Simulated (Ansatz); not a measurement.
`NCCCF` + `C#C` → `C#CCCF` + CH₃NH₂  (formal exchange of groups at a C–C bond)

Computed with Ansatz on PBE0-D4/def2-TZVP structures; ΔE is electronic, products minus reactants. CCSD(T)/CBS is the MP2 limit (def2-TZVPP, def2-QZVPP) plus CCSD(T) − MP2 in def2-TZVPP, frozen cores. This one scheme is used for every species. Each species was taken in one conformer, which may not be the lowest.

`NCCCF`:

Cartesian coordinates in Å:
```
N -1.305 -0.831 -1.357
C -0.760 0.157 -0.441
C 0.569 -0.318 0.116
C 1.196 0.703 1.029
F 2.388 0.221 1.542
H -1.504 -1.694 -0.867
H -2.179 -0.509 -1.754
H -1.435 0.406 0.395
H -0.606 1.085 -1.002
H 0.424 -1.249 0.677
H 1.248 -0.541 -0.711
H 0.545 0.938 1.878
H 1.420 1.632 0.493
```

`C#C`:

```xyz
4

C     0.058    0.283    0.524
C    -0.058   -0.283   -0.524
H     0.162    0.786    1.457
H    -0.162   -0.786   -1.457
```

`C#CCCF`:

Cartesian coordinates in Å:
```
C -0.902 1.143 1.773
C -0.506 0.803 0.692
C -0.029 0.370 -0.609
C 0.528 -1.040 -0.610
F 1.677 -1.102 0.147
H -1.248 1.448 2.731
H -0.852 0.410 -1.333
H 0.743 1.057 -0.971
H 0.781 -1.342 -1.631
H -0.193 -1.747 -0.189
```

CH₃NH₂:

Z-matrix (Å, degrees):
```
C
N 1 1.453
H 1 1.092 2 109.4
H 1 1.100 2 115.4 3 -121.6
H 1 1.092 2 109.4 3 116.8
H 2 1.012 1 110.6 3 62.6
H 2 1.012 1 110.6 3 -179.3
```

```json
{"species": "`NCCCF`", "CCSD(T)/CBS(def2) energy (Eh)": "-273.45768"}
{"species": "`C#C`", "CCSD(T)/CBS(def2) energy (Eh)": "-77.22717"}
{"species": "`C#CCCF`", "CCSD(T)/CBS(def2) energy (Eh)": "-254.93558"}
{"species": "CH₃NH₂", "CCSD(T)/CBS(def2) energy (Eh)": "-95.75281"}
```

(1) Work out ΔE.

(2) What do rigid-rotor, harmonic-oscillator terms from PBE0-D4/def2-TZVP frequencies (298.15 K, 1 bar) make of the CCSD(T)/CBS value? (Best estimate.)

Largest T1 diagnostic among the species: 0.013.

Results:

(1) ΔE = (-254.93558) + (-95.75281) − (-273.45768) − (-77.22717) = -0.00354 Eh = -2.2 kcal/mol.

(2) Ansatz gave: ΔZPE = +0.3 kcal/mol, ΔH = -2.1 kcal/mol, ΔS = 22 J/(mol·K), ΔG = -3.7 kcal/mol.

Leaving LDA and LC-ωPBE aside and taking each functional with its dispersion term where it has one, the values, not all of them listed here, spread over 1.8 kcal/mol, from PBE-D4 to ωB97M-V. From BLYP to BHLYP (50 % exact exchange), in def2-TZVPP and without D4, ΔE moves by +0.9 kcal/mol.
